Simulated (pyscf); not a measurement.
Routes from O=Ga–OH + NH₃

Candidate steps break at most two bonds and form at most two. Each was searched with GFN2-xTB (tblite) first. Optimised with ωB97X-D3(BJ)/def2-SVP in PySCF. Correlated levels are frozen-core, on RHF or UHF. ΔMP2 is the change of the MP2 total energy from the triple- to the quadruple-zeta basis. Energies: CCSD(T)/def2-TZVPP + ΔMP2(QZVPP), kcal/mol, from the separated reactants, singlet surface; ΔG‡ with ideal gas, 1 atm, RRHO with modes under 100 cm⁻¹ raised to 100, one conformer, R ln 2 for chiral ones without a mode under 150 cm⁻¹.

| products | type | ΔE‡ | ΔE | ΔG‡ 298 K | ΔG‡ 900 K | ν‡ (cm⁻¹) |
|---|---|---|---|---|---|---|
| H₂N–Ga(OH)–OH | addition across a multiple bond or ene-type step | -11.2 | -61.6 | -2.0 | 18.9 | 1274i |
| H₂N–Ga=O + H₂O | four-centre exchange | 1.7 | +2.9 | – | – | 1130i |

A dash marks a saddle under its separated products, where this table gives no free-energy barrier. Row 1: On the reactant side the descent ends in an adduct with a Ga–N contact, 22.3 kcal/mol under the separated species and 8.7 kcal/mol under the saddle at ωB97X-D3(BJ)/def2-TZVP. On the product side the descent ends in a point that may be a rotor saddle (no frequency run), 1.8 kcal/mol over the lowest minimum found and 48.8 kcal/mol under the saddle at ωB97X-D3(BJ)/def2-TZVP. Row 2: On the reactant side the descent ends in an adduct with a Ga–N contact, 26.1 kcal/mol under the separated species and 26.2 kcal/mol under the saddle at ωB97X-D3(BJ)/def2-TZVP. On the product side the descent ends in an adduct with a Ga–O contact, 17.2 kcal/mol under the separated species and 13.9 kcal/mol under the saddle at ωB97X-D3(BJ)/def2-TZVP. 

Plain bond fissions and candidates not yet searched are not listed, and one of them may be faster. Each barrier is that of the saddle found; lower ones may exist. The CCSD(T) − MP2 part came from Ansatz, without density fitting, on the same reference. The frozen core leaves the outer d or s,p core shells of the metals and heavy elements correlated in the MP2 and CC values, and def2-TZVPP describes them poorly, which can shift differences by a few kcal/mol. Elements up to Kr have no core potential and no relativistic terms here.
